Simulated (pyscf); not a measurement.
Structures and frequencies: ωB97X-D3(BJ)/def2-SVP in PySCF.

Question: Estimate by transition-state theory the rate constant of •H₂C–F + H₂ → H₃C–F + H• (doublet surface; H–H broken, C–H formed) at 298 K, with ωB97M-D3(BJ)/def2-TZVP energies (ideal gas, 1 atm, RRHO with modes under 100 cm⁻¹ raised to 100, one conformer, R ln 2 for chiral ones without a mode under 150 cm⁻¹; no tunnelling).

Answer: The electronic barrier is 12.5 kcal/mol and the thermal terms add +7.7, so ΔG‡ = 20.1 kcal/mol. With k_BT/h = 6.21e+12 s⁻¹ and RT = 0.592 kcal/mol, and a volume of 4.06e-20 cm³ per molecule at 1 atm, k = 4.3e-22 cm³ molecule⁻¹ s⁻¹. Wigner's tunnelling factor for 1428i cm⁻¹ would be 2.98, likely too low at so high a frequency. A shift of 1 kcal/mol in the barrier changes k by a factor 5.4. This is the saddle that the search found; another between the same sides may lie lower. The angle at the transferred H is 177°.
